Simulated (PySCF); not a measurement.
oxygen (O2), SMILES O=O (connectivity only; charge and spin as stated), neutral, multiplicity 3.

Geometry: PBE0-D3(BJ)/def2-TZVPD.

Computed with PySCF with CAM-B3LYP/def2-TZVPD.

Gas-phase values at a fixed geometry.

Computed frontier levels, dipole moment and polarisability:
| Quantity | Result |
|---|---|
| α spin, highest occupied and lowest empty level | -10.52 and 1.69 eV |
| β spin, highest occupied and lowest empty level | -14.81 and -1.62 eV |
| dipole moment | 0.00 D |
| mean static polarisability | 10.6 bohr³ (1.57 Å³) |
| polarisability, principal values | 8.2, 8.2, 15.3 bohr³ |
| ⟨S²⟩ | 2.010 (pure state 2.00) |
